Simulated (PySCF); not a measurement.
**Bond length, frequency and bond energy of AlO by level of theory**

State: ²Σ⁺ (doublet), unpaired electrons σ ↑. Set-up: PySCF, no relativity, basis sets Al def2-TZVPPD, O def2-TZVPPD. De refers to Al + O in their high-spin ground configurations, without counterpoise correction. The functionals are run spin-unrestricted. A positive dipole means Al(−)O(+). Levels whose curve was spin-contaminated or gave no clean fit are not listed.

```json
{"Level": "PBE", "Re (Å)": "1.634", "ωe (cm⁻¹)": "956", "De (eV)": "5.70", "μ (D)": "-4.18", "CPU s a point (SCF and correlation, without the integrals)": "2.3"}
{"Level": "revPBE", "Re (Å)": "1.640", "ωe (cm⁻¹)": "944", "De (eV)": "5.41", "μ (D)": "-4.18", "CPU s a point (SCF and correlation, without the integrals)": "1.5"}
{"Level": "PW91", "Re (Å)": "1.631", "ωe (cm⁻¹)": "960", "De (eV)": "5.76", "μ (D)": "-4.21", "CPU s a point (SCF and correlation, without the integrals)": "1.5"}
{"Level": "BLYP", "Re (Å)": "1.640", "ωe (cm⁻¹)": "936", "De (eV)": "5.61", "μ (D)": "-4.18", "CPU s a point (SCF and correlation, without the integrals)": "1.4"}
{"Level": "r²SCAN", "Re (Å)": "1.619", "ωe (cm⁻¹)": "989", "De (eV)": "5.45", "μ (D)": "-4.35", "CPU s a point (SCF and correlation, without the integrals)": "3.5"}
{"Level": "M06-L", "Re (Å)": "1.624", "ωe (cm⁻¹)": "948", "De (eV)": "5.29", "μ (D)": "-3.95", "CPU s a point (SCF and correlation, without the integrals)": "3.4"}
{"Level": "PBE0", "Re (Å)": "1.619", "ωe (cm⁻¹)": "967", "De (eV)": "5.06", "μ (D)": "-4.37", "CPU s a point (SCF and correlation, without the integrals)": "4"}
{"Level": "M06", "Re (Å)": "1.615", "ωe (cm⁻¹)": "953", "De (eV)": "5.17", "μ (D)": "-4.31", "CPU s a point (SCF and correlation, without the integrals)": "4.3"}
{"Level": "ωB97M-V", "Re (Å)": "1.624", "ωe (cm⁻¹)": "938", "De (eV)": "5.20", "μ (D)": "-4.53", "CPU s a point (SCF and correlation, without the integrals)": "12"}
```

The bond length runs from 1.615 Å (M06) to 1.640 Å (BLYP). De spans 5.06 eV (PBE0, global hybrid GGA) to 5.76 eV (PW91, GGA).

The state was picked by a PBE0 search and need not be the measured ground state.

The whole job (state search and all levels along the bond) took about 9.5 min on 2 threads of Arm Neoverse N1 (shared host), peak memory 3.3 GiB.
